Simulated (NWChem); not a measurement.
System: acetylene (C2H2); SMILES C#C

Input file for NWChem:

```
start job
memory heap 200 mb stack 900 mb global 1100 mb
geometry units angstroms noautosym nocenter noautoz
  C      0.000000     0.000000    -0.598521
  C      0.000000     0.000000     0.598521
  H      0.000000     0.000000    -1.663252
  H      0.000000     0.000000     1.663252
end
basis spherical
  C library iglo-iii
  H library iglo-iii
end
dft
  xc xpbe96 cpbe96
  iterations 150
end
property
  shielding 2 1 3
end
task dft property
```

Structure relaxed at the PBE0-D3(BJ)/def2-TZVP level.

GIAO values for the isolated, static molecule; σ is the absolute isotropic shielding.

Atoms are numbered as in the input.

Give the results of this calculation. (PBE/IGLO-III, GIAO.) Quantities: basis functions; σ C1 (ppm); σ H3 (ppm).


| Quantity | Value |
|---|---|
| number of basis functions | 90 |
| σ C1 (ppm) | 107.6 |
| σ H3 (ppm) | 30.43 |
